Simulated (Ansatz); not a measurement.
Basis-set extrapolation for C2H4F2O2 (`OC(F)OCF`) (PBE0-D4/def2-TZVP geometry, frozen core, the Gaussian-basis code of Ansatz). Multiplicity 1, RHF reference.

|  | def2-TZVPP | def2-QZVPP |
| --- | --- | --- |
| HF | -426.855804 | -426.874731 |
| MP2 correlation | -1.300889 | -1.410076 |
| CCSD(T) correlation | -1.365236 | not run |

Energies in hartree. Use E(X) = E(∞) + A·exp(−7.88·√X) for Hartree–Fock and E(X) = E(∞) + B·X^(−2.97) for correlation, with X = 3 and 4, and add CCSD(T) minus MP2 of the smaller set to the MP2 limit.

What is the CCSD(T) energy at the basis-set limit?

HF limit: -426.874731 + (-0.018927) × 0.13774 = -426.87734. MP2 limit: -1.410076 + (-0.109187) × 0.74074 = -1.49096. Higher-order term: -1.365236 − (-1.300889) = -0.06435. Total: -428.43265 hartree, 555.6 kJ/mol below CCSD(T)/def2-TZVPP.
